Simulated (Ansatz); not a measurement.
# CH7AlS: the cost of one run

Method: RHF/def2-SVP, in Ansatz 0.2.0.

## Step 1: The structure to begin with

Bond lengths: Al1–C3 1.970 Å, C3–H4 1.110 Å, C3–H5 1.110 Å, C3–H6 1.110 Å, Al1–H7 1.560 Å, Al1–S8 2.560 Å, S8–H9 1.400 Å. Angles: Al1–C3–H4 109.5°, Al1–C3–H5 109.5°, Al1–C3–H6 109.5°, H4–C3–H5 109.4°, H4–C3–H6 109.4°, H5–C3–H6 109.4°, C3–Al1–H7 120.0°, C3–Al1–S8 96.8°, H7–Al1–S8 101.3°, Al1–S8–H9 109.5°.

As a file:

```xyz
10

Al    0.0000    0.0000    0.0000
H     0.0000    0.0000    1.9100
C     1.7060    0.0000   -0.9850
H     2.0356   -1.0462   -1.1552
H     1.5695    0.5080   -1.9624
H     2.4756    0.5381   -0.3932
H    -1.3510    0.0000   -0.7800
S     0.1147    2.4267    0.8072
H     0.6673    2.4659    2.0930
H     0.0463    0.9785    1.9592
```

## Step 2: Pulling towards end A

Springs on the bonds that form and break draw the guess towards this end; the thresholds are loose.

input.yaml reads:

```yaml
crystal:
  periodic: [false, false, false]
  atoms:
    - { symbol: Al, position_ang: [0.0, 0.0, 0.0] }
    - { symbol: H, position_ang: [0.0, 0.0, 1.91] }
    - { symbol: C, position_ang: [1.706, 0.0, -0.985] }
    - { symbol: H, position_ang: [2.0356, -1.0462, -1.1552] }
    - { symbol: H, position_ang: [1.5695, 0.508, -1.9624] }
    - { symbol: H, position_ang: [2.4756, 0.5381, -0.3932] }
    - { symbol: H, position_ang: [-1.351, 0.0, -0.78] }
    - { symbol: S, position_ang: [0.1147, 2.4267, 0.8072] }
    - { symbol: H, position_ang: [0.6673, 2.4659, 2.093] }
    - { symbol: H, position_ang: [0.0463, 0.9785, 1.9592] }
basis:
  gaussian: { orbitals: def2-SVP }
hamiltonian:
  xc: hf
relax:
  f_tol: 0.15
  max_steps: 25
  restrain:
    - { distance: [0, 7], at: 3.46, k: 30.0 }
    - { distance: [9, 1], at: 1.86, k: 30.0 }
    - { distance: [0, 1], at: 1.56, k: 30.0 }
    - { distance: [9, 7], at: 1.4, k: 30.0 }
```

Launch:

```sh
ansatz run input.yaml --threads 1 --pin off --max-ram 2048MiB --backend cpu --events-out ev --progress --plain --runs-dir out
```

Q: Estimate wall time and peak memory on 1 thread of Arm Neoverse V2, shared host.

About 15 s, with a peak of 0.15 GiB.
